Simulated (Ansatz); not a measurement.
I need a composite energy at a relaxed geometry of B2H4, SMILES BB. Use Ansatz 0.2.0 through its Python package. Level of theory (for the species named): r2SCAN, def2-SVP basis, multiplicity 1.

The script reads `b2h4.xyz`:
```text
6

B    -0.20870   -0.83620   -0.07440
B     0.23820    0.77610    0.07850
H    -0.62060   -1.40770    0.85050
H    -0.20840   -1.28270   -1.15860
H     0.57460    1.38970   -0.88890
H     0.26710    1.29680    1.14680
```

`composite_b2h4.py`
```python
"""Relax B2H4 cheaply, then refine its energy."""

import itertools

import ansatz as az
from ase.data import atomic_numbers, covalent_radii
import numpy as np

BASIS = "def2-SVP"
FUNCTIONAL = "r2scan"

geometry = az.Crystal.molecule_from_extxyz("b2h4.xyz")

model = (
    geometry.calculation()
    .basis(gaussian=BASIS)
    .functional(FUNCTIONAL)
    .accuracy("medium")
)
symbols = [site.symbol for site in geometry.cartesian_sites]
start = np.array([site.position_ang for site in geometry.cartesian_sites], dtype=float)
report = model.relax(force_tolerance=0.01).run(threads=1, backend="cpu").report
end = np.array(report["positions_ang"])
# pairs closer than 1.2 times the sum of covalent radii, before or after
radius = [covalent_radii[atomic_numbers[s]] for s in symbols]
span = lambda where, i, j: np.linalg.norm(where[i] - where[j])
bonded = [(i, j) for i, j in itertools.combinations(range(len(symbols)), 2) if min(span(start, i, j), span(end, i, j)) < 1.2 * (radius[i] + radius[j])]
print("pair        before    after (A)")
for i, j in bonded:
    print(f"{symbols[i]}{i}-{symbols[j]}{j}".ljust(10), f"{span(start, i, j):8.4f} {span(end, i, j):8.4f}")

minimum = az.Crystal.molecule()
for symbol, place in zip(symbols, end):
    minimum = minimum.atom(symbol, place.tolist())
at_minimum = minimum.calculation()
# MP2 extrapolated to the basis limit, plus the small-basis difference CCSD(T) - MP2
level = lambda method, basis: at_minimum.basis(gaussian=basis).correlation(method).run(threads=1, backend="cpu").report
small, large, cluster = level("mp2", "cc-pVDZ"), level("mp2", "cc-pVTZ"), level("ccsd_t", "cc-pVDZ")
corr = lambda each: (each["free_energy_ev"] - each["reference_energy_ev"]) / 27.211386246
mp2_limit = (27 * corr(large) - 8 * corr(small)) / 19
pieces = {"HF / cc-pVTZ": large["reference_energy_ev"] / 27.211386246, "MP2 correlation, DZ-TZ limit": mp2_limit, "CCSD(T) - MP2 / cc-pVDZ": corr(cluster) - corr(small)}
for name, value in pieces.items():
    print(f"{name:32s} {value:14.6f} Ha")
print(f"{'sum':32s} {sum(pieces.values()):14.6f} Ha")
print("T1 diagnostic", round(cluster["correlation"]["coupled_cluster"]["t1_diagnostic"], 4))
```

Running `python composite_b2h4.py` prints:
```text
pair        before    after (A)
B0-B1        1.6801   1.6355
B0-H2        1.1626   1.2123
B0-H3        1.1725   1.2125
B1-H4        1.1940   1.2123
B1-H5        1.1888   1.2125
HF / cc-pVTZ                         -51.650780 Ha
MP2 correlation, DZ-TZ limit          -0.220152 Ha
CCSD(T) - MP2 / cc-pVDZ               -0.043145 Ha
sum                                  -51.914077 Ha
T1 diagnostic 0.0114
```

Reading the output:
- The settings weren't tested for convergence.
- The sum leaves out core correlation, relativity, the Hartree-Fock basis error and zero-point energy; a DZ-TZ extrapolation is rough.
- Inner cores stay frozen, so this is valence correlation.
- An extrapolation from small basis sets is rough.
- Hardware and time: 10 s on 1 thread of Arm Neoverse V2 (shared host), peak memory 0.21 GiB.
